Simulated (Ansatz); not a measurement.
# SiH4O (built from SMILES O[SiH3]): molecular dynamics

Aim: follow the atoms for 30 steps of 1.0 fs with a Nosé-Hoover thermostat, with velocities drawn for 300 K, and see to which side of the barrier the system falls.

Program: Ansatz 0.2.0, Gaussian basis. Level of theory: PBE0-D4/def2-SVP. These are calculated values, not measurements.

## 1. Starting geometry

The start, a first-order saddle point found at PBE0-D4 in triple zeta: 6 atoms, charge 0, spin multiplicity 1.

Atoms are counted from 1 here; the program's logs count them from 0.

Bond lengths: Si1–O2 1.898 Å, Si1–H3 1.629 Å, Si1–H4 1.500 Å, Si1–H5 1.496 Å, O2–H3 1.257 Å, O2–H6 0.966 Å. Angles: O2–Si1–H3 40.9°, O2–Si1–H4 102.6°, O2–Si1–H5 102.7°, H3–Si1–H4 119.7°, H3–Si1–H5 126.3°, H4–Si1–H5 103.3°, Si1–O2–H3 58.0°, Si1–O2–H6 113.0°, H3–O2–H6 110.1°, Si1–H3–O2 81.1°.

Coordinates:

```xyz
6
H4OSi
Si   -0.8170    0.0793   -0.0424
O     1.0069   -0.2829   -0.4232
H     0.1078   -1.1448   -0.5905
H    -0.7801    0.4453    1.4114
H    -1.0406    1.3932   -0.7224
H     1.5229   -0.4900    0.3670
```

## 2. The run

md/in.yaml reads:

```yaml
crystal:
  periodic: [false, false, false]
  atoms:
    - {symbol: Si, position_ang: [-0.817010, 0.079251, -0.042367]}
    - {symbol: O, position_ang: [1.006934, -0.282879, -0.423163]}
    - {symbol: H, position_ang: [0.107831, -1.144828, -0.590530]}
    - {symbol: H, position_ang: [-0.780110, 0.445307, 1.411397]}
    - {symbol: H, position_ang: [-1.040590, 1.393153, -0.722368]}
    - {symbol: H, position_ang: [1.522945, -0.490005, 0.367032]}
basis:
  gaussian: {orbitals: def2-SVP}
hamiltonian: {xc: pbe0, dispersion: d4}
md: {n_steps: 30, timestep: 1.0, temperature: 300, ensemble: nvt_nose_hoover, seed: 434, initial_velocities: maxwell_boltzmann}
```

Launch:

```
$ ansatz run in.yaml --threads 2 --pin off --events-out ev --progress --plain --max-ram 4352MiB
```

**Question.** What will these runs give? Wanted: temperature at the start; mean temperature, second half; lowest and highest potential energy, from the first frame; largest change of potential + kinetic; bonds lost by distance.

The runs gave:

```
                                                 quantity              value
                                                   length  30 steps, 30.0 fs
                                 temperature at the start              300 K
                            mean temperature, second half             1490 K
lowest and highest potential energy, from the first frame    -825 and 57 meV
                    largest change of potential + kinetic          106.5 meV
                                   bonds lost by distance             Si1–H3
```

**Reading.** By the last frame it has moved towards the side where O2–H3 form. The system runs downhill by 0.83 eV, and that energy turns into motion. The thermostat trades energy with the molecule, so the sum of potential and kinetic energy isn't conserved: it changes by -106 meV over the run. The mean temperature of the second half is still well above the 300 K set. The instant temperature ranges from 196 to 1829 K, as energy passes between motion and strain.
